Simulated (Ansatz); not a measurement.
Basis sets compared for AlH₃. Charge 0, multiplicity 1. Geometry PBE0-D4/def2-TZVP. Ansatz on 4 threads of Arm Neoverse V2 on a shared host; times are rough, and most runs start from earlier orbitals.

```xyz
4

Al    0.0000    0.0000    0.0000
H    -1.5474   -0.1277   -0.3224
H     0.8688   -1.3036    0.2461
H     0.6786    1.4312    0.0763
```

Binding counts from free atoms (Al doublet, H doublet) in the same basis, without a counterpoise term.

```csv
level,functions,energy (Eh),HOMO (eV),LUMO (eV),binding per atom (eV),wall time
PBE-D4/def2-SVP,33,-243.9628,-7.28,-2.52,2.21,0.15 s
PBE-D4/def2-TZVP,55,-244.0516,-7.30,-2.53,2.21,0.15 s
r2SCAN-D4/def2-TZVP,55,-244.1674,-7.62,-2.13,2.29,0.45 s
PBE0-D4/def2-SVP,33,-243.9929,-8.56,-1.74,2.23,0.15 s
PBE0-D4/def2-TZVP (with forces),55,-244.0796,-8.58,-1.75,2.23,0.2 s
```

Task: Estimate the rows for PBE-D4/def2-TZVPD, r2SCAN-D4/def2-TZVPD, PBE0-D4/def2-TZVPD.

Result: 
```json
{"level": "PBE-D4/def2-TZVPD", "functions": "70", "energy (Eh)": "-244.0518", "HOMO (eV)": "-7.30", "LUMO (eV)": "-2.54", "binding per atom (eV)": "2.21", "wall time": "0.2 s"}
{"level": "r2SCAN-D4/def2-TZVPD", "functions": "70", "energy (Eh)": "-244.1677", "HOMO (eV)": "-7.61", "LUMO (eV)": "-2.13", "binding per atom (eV)": "2.29", "wall time": "0.5 s"}
{"level": "PBE0-D4/def2-TZVPD", "functions": "70", "energy (Eh)": "-244.0798", "HOMO (eV)": "-8.57", "LUMO (eV)": "-1.75", "binding per atom (eV)": "2.23", "wall time": "0.25 s"}
```
